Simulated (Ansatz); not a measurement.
Relaxation of H$_{3}$S$_{2}$Si (6 atoms, charge 0, multiplicity 2), to a largest force component of 0.02 eV/Å in at most 50 steps.

All numbers below come from Ansatz, UKS BHLYP-D4/def2-SVP.

```xyz
6
Properties=species:S:1:pos:R:3
Si -0.516 -0.337 -1.137
S -0.734 0.177 0.937
S 1.022 -0.592 1.746
H -1.864 -0.375 -1.658
H 0.448 0.546 -1.773
H -1.179 1.037 1.920
```

Where does it end, and by what steps?

It converged. After 15 steps the energy has fallen by 2.617 eV; S3 moved furthest, 1.11 Å. Parted: Si1–S2. Joined: Si1–S3.

```json
{"step": "0", "energy less start (eV)": "0.0000", "largest force component (eV/Å)": "2.132", "accepted": "yes"}
{"step": "1", "energy less start (eV)": "-0.5176", "largest force component (eV/Å)": "1.388", "accepted": "yes"}
{"step": "2", "energy less start (eV)": "-0.7979", "largest force component (eV/Å)": "1.342", "accepted": "yes"}
{"step": "3", "energy less start (eV)": "-1.0256", "largest force component (eV/Å)": "1.222", "accepted": "yes"}
{"step": "4", "energy less start (eV)": "-1.2086", "largest force component (eV/Å)": "0.916", "accepted": "yes"}
{"step": "5", "energy less start (eV)": "-1.4161", "largest force component (eV/Å)": "0.721", "accepted": "yes"}
{"step": "6", "energy less start (eV)": "-1.5656", "largest force component (eV/Å)": "1.825", "accepted": "yes"}
{"step": "7", "energy less start (eV)": "-2.0713", "largest force component (eV/Å)": "1.309", "accepted": "yes"}
{"step": "8", "energy less start (eV)": "-2.3510", "largest force component (eV/Å)": "1.664", "accepted": "yes"}
{"step": "9", "energy less start (eV)": "-2.4500", "largest force component (eV/Å)": "1.143", "accepted": "yes"}
{"step": "10", "energy less start (eV)": "-2.5603", "largest force component (eV/Å)": "0.602", "accepted": "yes"}
{"step": "11", "energy less start (eV)": "-2.6054", "largest force component (eV/Å)": "0.282", "accepted": "yes"}
{"step": "12", "energy less start (eV)": "-2.6101", "largest force component (eV/Å)": "0.091", "accepted": "yes"}
{"step": "13", "energy less start (eV)": "-2.6095", "largest force component (eV/Å)": "0.171", "accepted": "no"}
{"step": "14", "energy less start (eV)": "-2.6160", "largest force component (eV/Å)": "0.027", "accepted": "yes"}
{"step": "15", "energy less start (eV)": "-2.6168", "largest force component (eV/Å)": "0.006", "accepted": "yes"}
```

```xyz
6
Properties=species:S:1:pos:R:3
Si -0.010 -0.435 -1.205
S -1.275 0.236 1.696
S 0.361 -0.808 0.877
H -1.320 -0.976 -1.634
H 0.091 1.009 -1.527
H -0.671 1.430 1.827
```

The run took 28 s on 2 threads of Arm Neoverse V2, on a shared host, peak memory 0.18 GiB.
